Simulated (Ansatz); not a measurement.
**Crystal structures of lithium under LDA**

Theory: DFT, LDA (PW92), plane waves (420 eV) with PAW, scalar-relativistic (Ansatz 0.2.0). The PAW files were generated under PBE, with cores re-solved for the functional.

Each structure is relaxed within its own symmetry, so a high-lying one may be dynamically unstable.

```csv
structure,ΔE (meV/atom),V (Å³/atom),cell,magnetic state
9R,-3,18.97,"a = 3.000 Å, c = 21.899 Å (c/a = 7.299)",spin not included
dhcp,-3,18.98,"a = 2.997 Å, c = 9.760 Å (c/a = 3.257)",spin not included
hcp,-2,19.01,"a = 2.997 Å, c = 4.889 Å (c/a = 1.631)",spin not included
fcc,-2,18.99,a = 4.235 Å,spin not included
bcc,0,19.02,a = 3.363 Å,spin not included
omega (AlB2-type),11,18.97,"a = 4.828 Å, c = 2.818 Å (c/a = 0.584)",spin not included
A15,16,19.02,a = 5.339 Å,spin not included
simple cubic,116,19.05,a = 2.671 Å,spin not included
diamond,523,23.25,a = 5.708 Å,spin not included
```

ΔE counts from bcc.

LDA puts 9R 3 meV/atom below bcc, the structure of the real element at low temperature or room conditions.

Differences under about 8 meV lie within the error of the k-point mesh.
